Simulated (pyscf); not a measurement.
InH₃ + H₂ → InH [singlet] + H₂ + H₂ (multi-bond step; singlet surface; H–In, H–In, H–H broken, H–H, H–H formed). Single points on ωB97X-D3(BJ)/def2-SVP structures (PySCF, gas phase). Rate constants from transition-state theory, ωB97M-D3(BJ)/def2-TZVP energies (ideal gas, 1 atm, RRHO with modes under 100 cm⁻¹ raised to 100, one conformer, R ln 2 for chiral ones without a mode under 150 cm⁻¹; no tunnelling), k in cm³ molecule⁻¹ s⁻¹.

| T (K) | 1000/T | log10 k |
|---|---|---|
| 298 | 3.354 | -50.10 |
| 600 | 1.667 | -30.34 |
| 900 | 1.111 | ? |
| 1200 | 0.833 | -20.35 |

### Question
Fit an Arrhenius line to the three values, give the activation energy, and predict k at 900 K.

### Answer
Least squares gives log10 k = -10.59 − 11.79 × 1000/T, so Ea = 11.79 × ln 10 × 1.987 = 53.9 kcal/mol, against an electronic barrier of 52.9. At 900 K the line gives -23.69; the computed value is -23.73 (ΔG‡ = 74.5 kcal/mol), close to the line. This is the saddle that the search found; another between the same sides may lie lower. Elements past Kr carry the def2 core potentials, without spin-orbit coupling.
